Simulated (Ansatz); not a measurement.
Reaction (isomerisation): `CCC[SiH3]` → `CC[SiH2]C`

Gas-phase electronic energies from Ansatz, PBE0-D4/def2-TZVP geometries. CCSD(T)/CBS is the MP2 limit (def2-TZVPP, def2-QZVPP) plus CCSD(T) − MP2 in def2-TZVPP, frozen cores. DFT in def2-TZVPP. HSE06 is defined as in plane-wave codes. Each species was taken in one conformer, which may not be the lowest.

| level | ΔE (kJ/mol) | difference from CCSD(T)/CBS |
| --- | --- | --- |
| revPBE-D4 | -40.0 | 0.1 |
| r2SCANh-D4 | -43.2 | -3.1 |
| HSE06-D4 | -41.4 | -1.3 |
| r2SCAN | -43.2 | -3.1 |
| r2SCANh | -43.0 | -2.9 |
| r2SCAN0 | -42.5 | -2.4 |
| LC-ωPBE | -41.5 | -1.4 |
| MP2/def2-QZVPP | -41.5 | -1.4 |
| SCS-MP2/def2-QZVPP | -38.7 | 1.4 |
| HF/CBS(def2) | -35.4 | 4.7 |
| CCSD(T)/CBS | -40.1 | 0 |

Largest T1 diagnostic among the species: 0.009.

In def2-TZVPP, CCSD(T) changes the Hartree–Fock value by −3.3 kJ/mol (the triples alone add −0.3 kJ/mol) and MP2 by −5.3 kJ/mol. At CCSD(T), def2-SVP lies +14.4 kJ/mol from the extrapolated value and def2-TZVPP +1.5 kJ/mol.

CCSD(T)/CBS has its own doubt, a few kJ/mol and more with outer-core shells, so smaller differences from it don't rank the levels.
